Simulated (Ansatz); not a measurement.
# How far each method lies from UCCSDT(Q) for O–CH₃, doublet

Geometry: a PBE0/def2-TZVP stationary point for this spin, not checked as a minimum.

```yaml
atoms:
  - { symbol: O, position_ang: [0.0000, 0.0011, 0.6951] }
  - { symbol: C, position_ang: [0.0000, 0.0094, -0.6608] }
  - { symbol: H, position_ang: [0.8686, -0.5694, -1.0215] }
  - { symbol: H, position_ang: [0.0000, 1.0088, -1.1162] }
  - { symbol: H, position_ang: [-0.8686, -0.5694, -1.0215] }
```

Basis cc-pVDZ; Ansatz 0.2.0. Correlated methods freeze the noble-gas cores, which leaves 13 electrons in 41 orbitals. Prefix R: restricted or restricted open-shell reference; prefix U: unrestricted. Active spaces: valence = (13e, 11o) chosen from the atoms' valence shells.

Full CI isn't at hand for all of this; UCCSDT(Q) serves as the reference, and is uncertain by about the last step of the cluster series. The frozen core follows each run's orbitals, which can shift R against U totals by a few meV.

For open shells CISD is restricted-active-space CI with the open shells as a complete middle space.

The UHF ⟨S²⟩ is 0.758, the T1 diagnostic (RCCSD) is 0.0201 and the largest doubles amplitude (RCCSD) is 0.039. The T1 diagnostic (UCCSD) is 0.0165.

**Question.** From what is known of these methods and the diagnostics, rank them by the size of their error in total energy against UCCSDT(Q) in cc-pVDZ, smallest first (an estimate: the text doesn't fix the numbers).
A. UHF
B. RCCSDT(Q)
C. CISD
D. UMP2
E. UCCSD

**Answer.** B (1 meV), E (213 meV), C (849 meV), D (1067 meV), A (8878 meV).

All errors are against UCCSDT(Q) in cc-pVDZ. Within each family the higher level lies nearer, as is usual though not guaranteed.

Natural occupations of CASSCF (valence space) about the gap: 1.984 1.978 1.974 1.974 1.003 0.028 0.024 0.023 0.019; effectively unpaired electrons, Σ n²(2−n)², 1.02.

Atomization energy (electronic, same basis, no zero-point term; atoms at the same level, unrestricted beside the R rows where the molecule is a closed shell, with restricted open-shell steps beyond CCSDT(Q)) at UCCSDT(Q): 1540.6 kJ/mol. Errors of other levels:

```json
{"level": "RHF", "error (kJ/mol)": "-341.5"}
{"level": "UHF", "error (kJ/mol)": "-352.2"}
{"level": "RMP2", "error (kJ/mol)": "-0.9"}
{"level": "UMP2", "error (kJ/mol)": "-2.1"}
{"level": "CISD", "error (kJ/mol)": "-69.9"}
{"level": "RCCSD", "error (kJ/mol)": "-14.5"}
{"level": "UCCSD", "error (kJ/mol)": "-14.8"}
{"level": "RCCSD(T)", "error (kJ/mol)": "-1.4"}
{"level": "UCCSD(T)", "error (kJ/mol)": "-1.6"}
{"level": "BCCD(T)", "error (kJ/mol)": "-1.3"}
{"level": "RCCSDT", "error (kJ/mol)": "-0.8"}
{"level": "UCCSDT", "error (kJ/mol)": "-1.0"}
{"level": "RCCSDT(Q)", "error (kJ/mol)": "0.1"}
{"level": "CASSCF (valence space)", "error (kJ/mol)": "-139.7"}
{"level": "NEVPT2 (valence space)", "error (kJ/mol)": "-10.5"}
```

This basis is far from its limit, so the value isn't to be set against a measured one. Truncated CI isn't size-consistent, which counts against it in atomization.
